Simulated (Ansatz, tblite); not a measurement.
Forces on LiH2⁻ at its PBE0-D4/def2-TZVPD geometry. Charge -1, multiplicity 1.

The xTB rows come from tblite. Correlated methods freeze no core orbitals; core or outer-core shells of Li are correlated, in sets that lack core-valence functions. The structure comes from a short search, and lower isomers may exist.

GFN1-xTB (tblite), largest force 0.67 eV/Å:

```xyz
3
positions Å, forces eV/Å
Li    0.000   -0.001    0.003    0.000    0.000   -0.004
H     1.309    0.984    0.493   -0.513   -0.385   -0.192
H    -1.309   -0.983   -0.496    0.513    0.385    0.195
```

GFN2-xTB (tblite), largest force 0.74 eV/Å:

```
Li 0.000 0.000 0.001
H -0.568 -0.427 -0.215
H 0.568 0.427 0.214
```

B2PLYP/def2-TZVPD (Ansatz), largest force 0.06 eV/Å:

```
Li 0.000 0.000 -0.006
H 0.044 0.033 0.019
H -0.044 -0.033 -0.014
```
